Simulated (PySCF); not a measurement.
Computed shifts of a molecule C3H6O, PBE0/pcSseg-1 in PySCF, GIAO, gas phase, equivalent atoms averaged, in ppm (number of nuclei): ¹³C: 208.1 (1), 33.1 (2). ¹H: 2.33 (6). References: ¹³C against TMS (σ = 186.3 ppm); ¹⁷O against H2O (σ = 334.2 ppm); ¹H against TMS (σ = 31.56 ppm), references at their B3LYP-D3(BJ)/def2-TZVP geometries, non-relativistic. Geometry optimised at PBE0-D3(BJ)/def2-SVP. The values are those of a single conformer.

Q: Which molecule gave these data?
A) OC1CC1
B) CC(C)=O
C) C=COC
D) C1COC1

A: B, CC(C)=O
